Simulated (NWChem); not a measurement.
The numbers come from NWChem runs, not from measurements. System: C$_{2}$H$_{5}$O, charge 1, spin multiplicity 3, at the geometry of a parent with another charge or spin, in a state set for the comparison that need not be this species' ground state. Its SCF solution wasn't tested for a lower state. Level: UHF/def2-SVPD.

Input file:

```
start mol
memory heap 200 mb stack 900 mb global 1100 mb
charge 1
geometry units angstroms nocenter noautoz
  C     -1.183878     0.252963     0.000000
  C      0.342079     0.357036     0.000000
  O      1.044934    -0.789082     0.000000
  H     -1.660050     1.254915     0.000000
  H     -1.532779    -0.299922    -0.895297
  H     -1.532779    -0.299922     0.895297
  H      0.708461     0.998795     0.860632
  H      0.708461     0.998795    -0.860632
  symmetry group Cs
end
basis spherical
  * library def2-svpd
end
scf
  uhf
  nopen 2
  maxiter 100
  thresh 1e-7
  semidirect memsize 60000000 filesize 0
  # guess.movecs holds the orbitals of an unrestricted PBE0 run
  vectors input guess.movecs output mol.movecs
end
task scf energy
```

Part of the output:

```
             Northwest Computational Chemistry Package (NWChem) 7.3.0
             --------------------------------------------------------

                                NWChem Input Module
                                -------------------

 Scaling coordinates for geometry "geometry" by  1.889725989
 (inverse scale =  0.529177249)

 Turning off AUTOSYM since
 SYMMETRY directive was detected!

                             Geometry "geometry" -> ""
                             -------------------------

 Output coordinates in angstroms (scale by  1.889725989 to convert to a.u.)

  No.       Tag          Charge          X              Y              Z
 ---- ---------------- ---------- -------------- -------------- --------------
    1 C                    6.0000    -1.18387800     0.25296300     0.00000000
    2 C                    6.0000     0.34207900     0.35703600     0.00000000
    3 O                    8.0000     1.04493400    -0.78908200     0.00000000
    4 H                    1.0000    -1.66005000     1.25491500     0.00000000
    5 H                    1.0000    -1.53277900    -0.29992200    -0.89529700
    6 H                    1.0000    -1.53277900    -0.29992200     0.89529700
    7 H                    1.0000     0.70846100     0.99879500     0.86063200
    8 H                    1.0000     0.70846100     0.99879500    -0.86063200

 Effective nuclear repulsion energy (a.u.)      73.9619805690

            Nuclear Dipole moment (a.u.)
            ----------------------------
        X                 Y               Z
 ---------------- ---------------- ----------------
    -0.0000151178    -0.0000018897     0.0000000000

      Symmetry information
      --------------------

 Group name             Cs
 Group number              2
 Group order               2
 No. of unique centers     6

      Symmetry unique atoms

     1    2    3    4    5    7


 Summary of "ao basis" -> "" (spherical)
 ------------------------------------------------------------------------------
       Tag                 Description            Shells   Functions and Types
[...]
          67.819293084535          53.108493430181           0.000000000000
          53.108493430181         168.134159160093           0.000000000000
           0.000000000000           0.000000000000         213.751256677159

  Mulliken analysis of the total density
  --------------------------------------

    Atom       Charge   Shell Charges
 -----------   ------   -------------------------------------------------------
    1 C    6     6.09   1.99  0.88 -0.01  0.03  2.02  1.04  0.03  0.10
    2 C    6     6.11   1.99  0.91  0.01  0.13  2.01  0.90  0.07  0.09
    3 O    8     7.91   1.99  1.20  0.76 -0.03  2.55  1.30  0.08  0.01  0.05
    4 H    1     0.79   0.72 -0.00  0.03  0.04
    5 H    1     0.83   0.73  0.02  0.03  0.05
    6 H    1     0.83   0.73  0.02  0.03  0.05
    7 H    1     0.73   0.68 -0.03  0.02  0.04
    8 H    1     0.73   0.68 -0.03  0.02  0.04

  Mulliken analysis of the alpha density
  --------------------------------------

    Atom       Charge   Shell Charges
 -----------   ------   -------------------------------------------------------
    1 C    6     3.11   0.99  0.45 -0.01  0.02  1.05  0.54  0.02  0.05
    2 C    6     2.87   0.99  0.44 -0.02  0.06  0.96  0.38  0.04  0.01
    3 O    8     4.90   1.00  0.65  0.36 -0.02  1.94  0.91  0.04  0.01  0.01
    4 H    1     0.39   0.36 -0.00  0.01  0.02
    5 H    1     0.41   0.36  0.01  0.01  0.02
    6 H    1     0.41   0.36  0.01  0.01  0.02
    7 H    1     0.46   0.40  0.02  0.01  0.02
    8 H    1     0.46   0.40  0.02  0.01  0.02

   Mulliken analysis of the beta density
   -------------------------------------

    Atom       Charge   Shell Charges
 -----------   ------   -------------------------------------------------------
    1 C    6     2.98   0.99  0.43 -0.00  0.02  0.97  0.50  0.02  0.05
    2 C    6     3.24   0.99  0.47  0.03  0.07  1.05  0.53  0.02  0.08
    3 O    8     3.02   1.00  0.56  0.40 -0.01  0.60  0.39  0.03  0.01  0.04
    4 H    1     0.39   0.36  0.00  0.01  0.02
    5 H    1     0.42   0.37  0.01  0.01  0.02
    6 H    1     0.42   0.37  0.01  0.01  0.02
    7 H    1     0.27   0.28 -0.05  0.01  0.02
    8 H    1     0.27   0.28 -0.05  0.01  0.02

   Mulliken analysis of the spin density
   -------------------------------------

    Atom       Charge   Shell Charges
 -----------   ------   -------------------------------------------------------
    1 C    6     0.13   0.00  0.02 -0.00  0.00  0.07  0.04  0.00  0.00
    2 C    6    -0.38  -0.00 -0.03 -0.05 -0.01 -0.08 -0.15  0.02 -0.07
    3 O    8     1.88  -0.00  0.09 -0.04 -0.01  1.34  0.51  0.01 -0.00 -0.02
    4 H    1    -0.00  -0.00 -0.01  0.00  0.00
    5 H    1    -0.01  -0.00 -0.00  0.00  0.00
    6 H    1    -0.01  -0.00 -0.00  0.00  0.00
    7 H    1     0.19   0.12  0.06  0.00  0.00
    8 H    1     0.19   0.12  0.06  0.00  0.00

       Multipole analysis of the density wrt the origin
       ------------------------------------------------

     L   x y z        total         alpha         beta         nuclear
     -   - - -        -----         -----         ----         -------
     0   0 0 0      1.000000    -13.000000    -11.000000     25.000000

     1   1 0 0      0.456541     -1.517749      1.974304     -0.000015
     1   0 1 0      0.321407      1.183544     -0.862134     -0.000002
     1   0 0 1     -0.000000     -0.000000     -0.000000      0.000000

     2   2 0 0     -8.686543    -55.462347    -47.161151     93.936955
     2   1 1 0     -0.407680     15.210516     10.839621    -26.457817
     2   1 0 1     -0.000000     -0.000000      0.000000      0.000000
     2   0 2 0    -10.255525    -25.612377    -19.924885     35.281737
     2   0 1 1      0.000000      0.000000     -0.000000      0.000000
     2   0 0 2    -11.443151    -12.077115    -10.380942     11.014906

 Task  times  cpu:        3.5s     wall:        3.5s

 Total times  cpu:        3.5s     wall:        3.5s
```
